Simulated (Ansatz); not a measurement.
Run this with Ansatz 0.2.0 through its Python package and show what comes out.

Script `x2c_psi.py`:
```python
"""PSi(+) with and without the spin-free two-component Hamiltonian."""

import ansatz
import numpy as np

geometry_ang = [
    ("Si", [0.0, 0.0, 0.0]),
    ("P", [0.0, 0.0, 2.28]),
]
molecule = ansatz.Crystal.molecule()
for symbol, xyz in geometry_ang:
    molecule = molecule.atom(symbol, xyz)

job = (
    molecule.calculation()
    .functional("B3LYP", dispersion="d4")
    .charge(1)
    .spin("collinear", total=2)  # two spin channels
    .forces()  # minus the gradient of the free energy
)
# a set contracted for a scalar-relativistic Hamiltonian goes with the relativistic run
sets = {"none": "cc-pVTZ", "scalar": "cc-pVTZ-DK"}
found = {kind: job.basis(gaussian=basis).pseudopotentials(relativity=kind).run(threads=1).report for kind, basis in sets.items()}
for kind, each in found.items():
    dipole = 4.803205 * np.linalg.norm(each["charge_distribution"]["dipole_moment_e_ang"])
    print(f"{kind:7s} E = {each['free_energy_ev']:.4f} eV  dipole {dipole:.3f} D  largest force component {np.abs(each['forces_ev_ang']).max():.4f} eV/A")
print(f"relativity lowers the total energy by {found['none']['free_energy_ev'] - found['scalar']['free_energy_ev']:.3f} eV")
```

Running `python x2c_psi.py` prints:
```text
none    E = -17156.7263 eV  dipole 1.724 D  largest force component 0.4774 eV/A
scalar  E = -17195.6938 eV  dipole 1.726 D  largest force component 0.4705 eV/A
relativity lowers the total energy by 38.967 eV
```

Total energies depend on the basis set; only differences at equal settings carry meaning. The geometry is a force-field or estimated start, not a minimum of this method. The basis set changes with the Hamiltonian (a set recontracted for scalar relativity), and most of the change in the total lies in the cores. The run takes the species as open-shell (spin multiplicity 3), which needn't be its ground state. An ion's dipole depends on the origin; the program takes it about the centre of nuclear charge. b3lyp holds the VWN-RPA fit, as in Gaussian; the form of ORCA and Turbomole is b3lyp5. The spin state was assumed, and another may lie lower. Timing: 6.2 s on 1 thread of AMD EPYC 9B14 (Zen 4), on a shared host, peak memory 0.21 GiB.
